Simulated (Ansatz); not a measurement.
Mulliken charges of `C/N=C(/O)Cl` from r2SCAN/def2-TZVPP in Ansatz (PBE0-D4/def2-TZVP geometry).

```
atom   x (Å)   y (Å)   z (Å)  charge (e)
  C1   0.975   0.468   0.807      -0.003
  N2   0.306  -0.486  -0.027      -0.290
  C3  -0.774  -0.262  -0.603       0.269
  O4  -1.396  -1.152  -1.380      -0.269
 Cl5  -1.711   1.206  -0.547      -0.106
  H6   1.971   0.664   0.401       0.060
  H7   1.113   0.040   1.803       0.060
  H8   0.440   1.418   0.902       0.048
  H9  -0.835  -1.941  -1.374       0.232
```

**Question.** By hand: the dipole of these point charges (1 e Å = 4.8032 D).

**Answer.** Σ q r = (0.269, -0.089, 0.129) e Å, of length 0.311 e Å = 1.49 D.

**Question.** How does the dipole of the full density compare? (Estimate.)

**Answer.** Computed: (0.211, -0.112, 0.082) e Å, 1.21 D; the point charges give 1.23 times that, at 11° from its direction.

Point charges leave out the atoms' own dipoles, such as those of lone pairs, and Mulliken's split depends on the basis, so the two needn't agree.
